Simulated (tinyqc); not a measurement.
Worked calculation: UKS/LDA (PW92) in the sto-6g basis, for LiH+, spin multiplicity 2. One step of it, computed by the program tinyqc.

Problem. Orthogonalisation. S = U s U^T; symmetric (Loewdin) form X = U s^(-1/2) U^T, so that X^T S X = 1.

overlap S, lower triangle:
```
           1Li 1s    1Li 2s   1Li 2px   1Li 2py   1Li 2pz     2H 1s
1Li 1s   1.000000
1Li 2s   0.235742  1.000000
1Li 2px  0.000000  0.000000  1.000000
1Li 2py  0.000000  0.000000  0.000000  1.000000
1Li 2pz  0.000000  0.000000  0.000000  0.000000  1.000000
2H 1s    0.006709  0.175588  0.000000  0.000000  0.263692  1.000000
```

Give: eigenvalues of S; X.

Solution.

eigenvalues of S: 0.6493  0.8212  1.0000  1.0000  1.1729  1.3566

X, lower triangle:
```
          1Li 1s   1Li 2s  1Li 2px  1Li 2py  1Li 2pz   2H 1s
1Li 1s    1.0221
1Li 2s   -0.1243   1.0351
1Li 2px   0.0000   0.0000   1.0000
1Li 2py   0.0000   0.0000   0.0000   1.0000
1Li 2pz  -0.0031   0.0194   0.0000   0.0000   1.0282
2H 1s     0.0138  -0.0966   0.0000   0.0000  -0.1409  1.0410
```
